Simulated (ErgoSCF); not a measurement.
# C2H2S (ethynethiol) at HF/def2-SVPD

Aim: the vertical electron affinity of C2H2S (ethynethiol) at HF/def2-SVPD, from 2 runs. 

The results are computed with ErgoSCF 3.8.

18 further runs of the same task are left out: 5 that didn't finish, 13 set aside as unsound or not needed.

### 1 Starting point

The species is C2H2S (5 atoms), meant as a singlet with charge 0. As SMILES, `C#CS`. The shape is that of a PBE0-D4/def2-TZVP optimisation.

Bond lengths: C1–C2 1.204 Å, C2–S3 1.679 Å, C1–H4 1.064 Å, S3–H5 1.346 Å. Angles: C1–C2–S3 175.2°, C2–C1–H4 179.3°, C2–S3–H5 96.7°.

### 2 The energy at HF/def2-SVPD

job.ego reads:

```
set_nthreads(1)
molecule_inline
C  -2.26162423 -0.64628633 0.00359048
C  0.00132281 -0.42273173 0.04932185
S  3.17266119 -0.37340988 0.15760316
H  -4.26473392 -0.81900730 -0.04119603
H  3.44667148 2.12235141 -0.24755412
EOF
scf.use_diagonalization = 1
tmpdir = "."
basis = "def2-SVPD"
scf.max_number_of_iterations = 120
scf.output_mulliken_pop = 1
run "HF"
```

The basis set def2-SVPD is read from a file made from the Basis Set Exchange's data (not shown).

Launch:

```bash
ergo job.ego
```

Standard output:

```text
[...]
INSC SCF_general constructor, number of basis functions: 83
[...]
INSC Energy   1 =       -160.37630973669
[...]
INDE E_LUMO =          0.07761064098
[...]
INSC Energy  29 =       -474.17302769254  ( diff     -0.000000000000227 )
[...]
RESC CONVERGED after  29 iterations.
RESC FINAL ENERGY:       -474.17302769254
[...]
INSC SCF: dipole_moment_x [atomic units] =      -0.13682406
INSC SCF: dipole_moment_y [atomic units] =       0.33417922
INSC SCF: dipole_moment_z [atomic units] =      -0.06060609
[...]
```

Wall time 55 s (1 thread of Arm Neoverse V1, shared host); peak memory 0.26 GiB.

### 3 The doublet anion, same level

input.xyz reads:

```xyz
5

C     -1.196800    -0.342000     0.001900
C      0.000700    -0.223700     0.026100
S      1.678900    -0.197600     0.083400
H     -2.256800    -0.433400    -0.021800
H      1.823900     1.123100    -0.131000
```

input.ego reads:

```
# C2H2S, HF
set_nthreads(1)
spin_polarization = 1
charge = -1
scf.use_diagonalization = 1
scf.max_number_of_iterations = 120
scf.output_mulliken_pop = 1
tmpdir = "."
basis = "def2-SVPD"
molecule "input.xyz"
run "HF"
```

The basis set def2-SVPD is read from a file made from the Basis Set Exchange's data (not shown).

Launch:

```bash
ergo input.ego
```

Standard output:

```text
[...]
INSC SCF_general constructor, number of basis functions: 83
[...]
INSC Energy   1 =       -164.10566932451
[...]
INDE E_LUMO =          0.20945879387
[...]
INSC Energy  39 =       -474.10164606514  ( diff     -0.000000000001251 )
[...]
RESC CONVERGED after  39 iterations.
RESC FINAL ENERGY:       -474.10164606514
RESC FINAL <S2> =          0.75213773828
[...]
INSC SCF: dipole_moment_x [atomic units] =      -3.40488803
INSC SCF: dipole_moment_y [atomic units] =      -1.63692575
INSC SCF: dipole_moment_z [atomic units] =       0.16831459
[...]
```

Wall time 1.9 min (1 thread of Arm Neoverse V1, shared host); peak memory 0.26 GiB.

### 4 Outcome

Level: HF/def2-SVPD.

| quantity | value |
| --- | --- |
| singlet C2H2S: total energy | -474.17303 Eh |
| singlet C2H2S: dipole moment | 0.93 D |
| doublet anion: total energy | -474.10165 Eh |
| doublet anion: ⟨S²⟩ | 0.752 |
| vertical electron affinity (to the doublet anion) | -1.942 eV |

What this shows: The anion lies 1.94 eV (45 kcal/mol) above the neutral: the electron isn't bound at this level, and such a value depends on the basis. Hartree–Fock misses the correlation that binds many anions. Mulliken charges (singlet C2H2S) run from -0.69 on C1 to +0.85 on C2; in a basis this large or diffuse they mean little. Mulliken charges (doublet anion) run from -1.83 on S3 to +1.20 on C2; in a basis this large or diffuse they mean little.
